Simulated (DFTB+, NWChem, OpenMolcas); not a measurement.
# How methods differ on C2H2O (ethenone)

C2H2O has 5 atoms, charge 0, and is taken as a singlet. As SMILES, `C=C=O`. The shape is that of a PBE0-D4/def2-TZVP optimisation.

Quantity: the dipole moment, in D. The values are calculated.

Measured value to compare with: NIST CCCBDB gives the dipole moment of the gas as 1.42 D.

```csv
level,kind,program,value (D),computed − measured,CPU time
DFTB1,semi-empirical,DFTB+,0.93,-0.49,under 2 s
HF/aug-cc-pVDZ,Hartree–Fock,NWChem,1.77,+0.35,18 s
SVWN5/aug-cc-pVDZ,LDA,OpenMolcas,1.46,+0.04,17 s
revPBE/aug-cc-pVDZ,GGA,NWChem,1.35,-0.07,31 s
r2SCAN/aug-cc-pVDZ,meta-GGA,NWChem,1.45,+0.03,42 s
B3LYP/aug-cc-pVDZ,global hybrid,OpenMolcas,1.49,+0.07,22 s
wB97X/aug-cc-pVDZ,range-separated hybrid,NWChem,1.49,+0.07,2.1 min
```

Nearest: r2SCAN/aug-cc-pVDZ (+0.03 D); farthest: DFTB1 (-0.49 D). The measured dipole is a vibrational average, so differences of a few hundredths of a debye mean little. Computed less measured by kind, in D (aug-cc-pVDZ rows): semi-empirical -0.49; Hartree–Fock +0.35; LDA +0.04; GGA -0.07; meta-GGA +0.03; global hybrid +0.07; range-separated hybrid +0.07. Magnitudes only: a small dipole may point the other way at some levels. Times are those of the runs behind each value, whatever else they computed, on shared processors of several kinds: orders of magnitude only.
